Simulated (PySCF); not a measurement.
Compound: 1-fluorobutane, C₄H₉F.
Bonds: C1–C2, C2–C3, C3–C4, C4–F5. Hydrogens: H6, H7, H8 on C1; H9, H10 on C2; H11, H12 on C3; H13, H14 on C4.

Computed by this run: PySCF, PBE0-D3(BJ)/def2-SVP geometry optimisation, gas phase; density fitting, grid level 1; the optimiser is geomeTRIC in internal coordinates, started from a GFN2-xTB structure with every atom displaced at random (about 0.01 Å).

Geometry at step 1:
```
atom  x, y, z in Å
C1     -1.8954   -0.0510   -0.1285
C2     -0.4892   -0.2363    0.4161
C3      0.5970    0.1403   -0.5807
C4      1.9989    0.0444   -0.0219
F5      2.1742    0.9264    1.0219
H6     -2.0650   -0.6695   -1.0278
H7     -2.0726    0.9956   -0.4159
H8     -2.6635   -0.3229    0.6133
H9     -0.3549    0.3715    1.3256
H10    -0.3427   -1.2877    0.7269
H11     0.5300   -0.5026   -1.4833
H12     0.4368    1.1778   -0.9294
H13     2.7517    0.2864   -0.8112
H14     2.2077   -0.9750    0.3445
```

**Question.** Give the atomic forces at this geometry.

**Answer.** 
```json
{"atom": "C1", "Fx (eV/Å)": "-0.040", "Fy (eV/Å)": "-0.089", "Fz (eV/Å)": "-0.048"}
{"atom": "C2", "Fx (eV/Å)": "0.002", "Fy (eV/Å)": "-0.085", "Fz (eV/Å)": "0.044"}
{"atom": "C3", "Fx (eV/Å)": "-0.004", "Fy (eV/Å)": "0.063", "Fz (eV/Å)": "-0.097"}
{"atom": "C4", "Fx (eV/Å)": "0.270", "Fy (eV/Å)": "0.151", "Fz (eV/Å)": "-0.410"}
{"atom": "F5", "Fx (eV/Å)": "-0.081", "Fy (eV/Å)": "-0.092", "Fz (eV/Å)": "-0.068"}
{"atom": "H6", "Fx (eV/Å)": "0.010", "Fy (eV/Å)": "0.033", "Fz (eV/Å)": "0.069"}
{"atom": "H7", "Fx (eV/Å)": "-0.015", "Fy (eV/Å)": "0.076", "Fz (eV/Å)": "-0.024"}
{"atom": "H8", "Fx (eV/Å)": "0.057", "Fy (eV/Å)": "-0.009", "Fz (eV/Å)": "-0.025"}
{"atom": "H9", "Fx (eV/Å)": "0.012", "Fy (eV/Å)": "0.001", "Fz (eV/Å)": "0.009"}
{"atom": "H10", "Fx (eV/Å)": "-0.011", "Fy (eV/Å)": "0.045", "Fz (eV/Å)": "0.006"}
{"atom": "H11", "Fx (eV/Å)": "0.055", "Fy (eV/Å)": "0.093", "Fz (eV/Å)": "0.163"}
{"atom": "H12", "Fx (eV/Å)": "0.004", "Fy (eV/Å)": "-0.063", "Fz (eV/Å)": "-0.003"}
{"atom": "H13", "Fx (eV/Å)": "-0.271", "Fy (eV/Å)": "-0.087", "Fz (eV/Å)": "0.315"}
{"atom": "H14", "Fx (eV/Å)": "0.015", "Fy (eV/Å)": "-0.036", "Fz (eV/Å)": "0.066"}
```

The largest, 0.51 eV/Å, acts on C4; the rms over all components is 0.116 eV/Å. The forces sum to zero within rounding, as they must for an isolated molecule in no field.

**Question.** Give the force on C4 in Eh/bohr and in nN.

**Answer.** 0.513 eV/Å ÷ 51.422 = 0.00998 Eh/bohr, and 0.513 eV/Å × 1.602 = 0.82 nN.

**Question.** How far is this geometry from the end of the optimisation?

**Answer.** 0.006 eV above it, and 0.010 Å rms away after alignment. The bonds farthest from their final lengths, with half the difference of the two atoms' forces along the bond (positive lengthens):

| bond | now (Å) | final (Å) | force along bond (eV/Å) |
| --- | --- | --- | --- |
| C4–H13 | 1.117 | 1.103 | -0.46 |
| C3–H11 | 1.110 | 1.104 | -0.12 |
| C1–H6 | 1.105 | 1.102 | -0.09 |
| C1–H7 | 1.100 | 1.102 | +0.07 |
| C4–H14 | 1.103 | 1.105 | +0.14 |
| C3–H12 | 1.106 | 1.104 | -0.07 |

The angle farthest from its final value is C3–C4–H13, 110.5° against 111.1°.

What follows is the cost of the whole optimisation. Hardware: Arm Neoverse V2, one thread, no GPU, on a shared host. Cost: 14 s wall, 0.47 GiB resident at most.
